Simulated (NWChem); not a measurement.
# hydrazine (N$_{2}$H$_{4}$); SMILES NN

```xyz
6

N     -0.0584     0.6990     0.0738
N      0.0584    -0.6990     0.0738
H      0.8426     1.1052     0.3138
H     -0.3357     1.0835    -0.8307
H     -0.8426    -1.1052     0.3138
H      0.3357    -1.0835    -0.8307
```
Atoms are numbered in this order, from 1.

Coordinates come from a PBE0/def2-SVP optimisation.

Symmetry labels are those of C2 in the frame above (b1 and b2, or b-type labels, depend on it).

Q: List the 4 lowest vertical singlet excitations from PBE/def2-SVP, TDA (NWChem).

A: 
```tsv
state	energy (eV)	oscillator strength	symmetry	leading excitation (squared amplitude)
S1	6.12	0.000	a	HOMO → LUMO (0.99)
S2	6.14	0.018	b	HOMO−1 → LUMO (0.99)
S3	7.02	0.020	a	HOMO−1 → LUMO+1 (0.98)
S4	7.06	0.024	b	HOMO → LUMO+1 (0.99)
```
